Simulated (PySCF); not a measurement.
Gas-phase reaction: Si₂H₆ + 2 HCl ⇌ 2 SiHCl + 3 H₂

Method: PySCF energies plus ideal-gas RRHO corrections (1 bar). † marks an energy on the PBE0/def2-TZVP geometry and frequencies. All species are closed-shell singlets. SiHCl: computed as isolated molecules; such fragments, hydroxides, amides, oligomers or adducts are transient or little studied in the gas.

PBE0/def2-QZVP† gives ΔH°(298 K) = 261 kJ.

Problem. What do ωB97M-V/def2-TZVP†, LDA/def2-TZVP†, PBE0/def2-SVP† give?

Solution. ωB97M-V/def2-TZVP†: 213 kJ; LDA/def2-TZVP†: 286 kJ; PBE0/def2-SVP†: 279 kJ. For scale, ΔH°(298 K) is 261 kJ at this level, 213 kJ at ωB97M-V/def2-TZVP†, and runs from 178 to 286 kJ over the 19 levels computed.
